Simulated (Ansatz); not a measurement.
C3H7NO can be A, `C/N=C/OC`, or B, `CNC(C)=O`.

Program: Ansatz. Geometries: PBE0-D4/def2-TZVP. ΔE: electronic, gas phase. CBS: MP2 limit from def2 TZ/QZ plus the TZ coupled-cluster correction, frozen cores. DFT in def2-TZVPP. B3LYP here is the variant with VWN-RPA as its local correlation; programs differ in this. Each species was taken in one conformer, which may not be the lowest.

Which is lower in electronic energy at CCSD(T)/CBS, and by how much? (Estimate.)

Ansatz gave: B, by 27.5 kcal/mol.

Give E(B) − E(A) in kcal/mol with ωB97M-V, r2SCAN-D4, CCSD(T)/def2-TZVPP, HF/def2-TZVPP, B3LYP-D4, CCSD/def2-TZVPP, B2PLYP. (Estimate.)

Ansatz gave: ωB97M-V -28.2, r2SCAN-D4 -29.2, CCSD(T)/def2-TZVPP -26.7, HF/def2-TZVPP -27.6, B3LYP-D4 -27.7, CCSD/def2-TZVPP -26.9, B2PLYP -27.7. None reverses the order clearly.

Largest T1 diagnostic: 0.014.

From PBE to PBE0 (25 % exact exchange), in def2-TZVPP and without D4, E(B) − E(A) moves by −0.8 kcal/mol.
